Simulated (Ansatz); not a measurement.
The cluster MgO₂H₂⁺. Total charge 1; doublet. Geometry B3LYP-D4/def2-TZVP, that of the neutral singlet; atoms count from 1.

```
atom   x (Å)   y (Å)   z (Å)
 Mg1  -0.004   0.002  -0.016
  O2   0.484   1.630   0.474
  O3  -0.512  -1.619  -0.519
  H4   0.988   2.436   0.449
  H5  -0.956  -2.450  -0.388
```

The structure comes from a short search, and lower isomers may exist.

**Question.** Estimate the Mulliken populations from the PBE0/def2-TZVP orbitals of Ansatz.

**Answer.** 
| atom | charge (e) | spin (α − β) |
| --- | --- | --- |
| Mg1 | 1.28 | -0.04 |
| O2 | -0.53 | 0.53 |
| O3 | -0.53 | 0.53 |
| H4 | 0.39 | -0.01 |
| H5 | 0.39 | -0.01 |
Mulliken values and Mayer orders depend strongly on the basis.

**Question.** Where does the spin sit?

**Answer.** Summed by element: Mg -0.04, O 1.06, H -0.02, of 1 unpaired in all. Largest on single atoms: O3 0.53, O2 0.53, Mg1 -0.04.

**Question.** And the Mayer bond orders between bonded heavy atoms (over 0.3)?

**Answer.** Mg1–O2 0.62 (1.77 Å); Mg1–O3 0.63 (1.77 Å). Values over 0.3 also appear between atoms too far apart for a bond (O2–O3 0.43 at 3.54 Å); they arise where an orbital or an unpaired electron spreads over both atoms.
